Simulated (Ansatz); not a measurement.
**C3H6O2: small, medium and large basis sets**

How large a basis does C3H6O2 need? Two functionals are run in growing sets.

Method: one geometry, several basis sets; program: Ansatz 0.2.0, Gaussian basis.

The runs, in order: PBE0-D4/def2-SVP; ωB97M-V/def2-SVP; PBE0-D4/def2-QZVPP; ωB97M-V/def2-QZVPP; the functionals' def2-TZVPP values are taken from earlier runs.

### 1 Structure used throughout

The geometry comes from an earlier relaxation with PBE0-D4 in a triple-zeta def2 set; it is a stationary point, not always the lowest conformer.

SMILES `COCC=O`, 11 atoms, charge 0, spin multiplicity 1.

Atoms are counted from 1 here; the program's logs count them from 0.

Bond lengths: C1–O2 1.406 Å, C1–H6 1.098 Å, C1–H7 1.098 Å, C1–H8 1.089 Å, O2–C3 1.396 Å, C3–C4 1.512 Å, C3–H9 1.099 Å, C3–H10 1.096 Å, C4–O5 1.198 Å, C4–H11 1.113 Å. Angles: O2–C1–H6 111.1°, O2–C1–H7 112.1°, O2–C1–H8 107.4°, H6–C1–H7 108.3°, H6–C1–H8 109.1°, H7–C1–H8 108.7°, C1–O2–C3 112.5°, O2–C3–C4 112.8°, O2–C3–H9 112.7°, O2–C3–H10 107.3°, C4–C3–H9 109.2°, C4–C3–H10 106.9°, H9–C3–H10 107.5°, C3–C4–O5 124.0°, C3–C4–H11 114.1°, O5–C4–H11 121.9°.

### 2 PBE0-D4 in def2-SVP

in.yaml

```yaml
crystal:
  periodic: [false, false, false]
  atoms:
    - {symbol: C, position_ang: [-1.323596, -0.045036, 0.750983]}
    - {symbol: O, position_ang: [-0.069288, -0.672420, 0.853142]}
    - {symbol: C, position_ang: [0.941048, 0.044741, 0.209178]}
    - {symbol: C, position_ang: [0.899582, -0.107381, -1.295059]}
    - {symbol: O, position_ang: [1.476678, 0.614785, -2.057275]}
    - {symbol: H, position_ang: [-1.309602, 0.946841, 1.221856]}
    - {symbol: H, position_ang: [-1.642292, 0.072903, -0.293503]}
    - {symbol: H, position_ang: [-2.045663, -0.675935, 1.268179]}
    - {symbol: H, position_ang: [0.932006, 1.113431, 0.465468]}
    - {symbol: H, position_ang: [1.899470, -0.367495, 0.545397]}
    - {symbol: H, position_ang: [0.306957, -0.981432, -1.647667]}
basis:
  gaussian: {orbitals: def2-SVP}
hamiltonian: {xc: pbe0, dispersion: d4}
output: {orbitals: {seedname: orbitals}}
```

After this run come: ωB97M-V in def2-SVP; PBE0-D4 in def2-QZVPP; ωB97M-V in def2-QZVPP.

Q: Predict the results of all the runs planned. Wanted: PBE0-D4: double and triple zeta above quadruple; ωB97M-V: double and triple zeta above quadruple.

The runs gave:

```
                                       quantity          value
PBE0-D4: double and triple zeta above quadruple  8.83, 0.41 eV
ωB97M-V: double and triple zeta above quadruple  9.14, 0.40 eV
```

For PBE0-D4 the step from double to triple zeta gains 8.42 eV and the next only 0.41 eV. Total energies overstate the basis error of differences, where much of it tends to cancel.
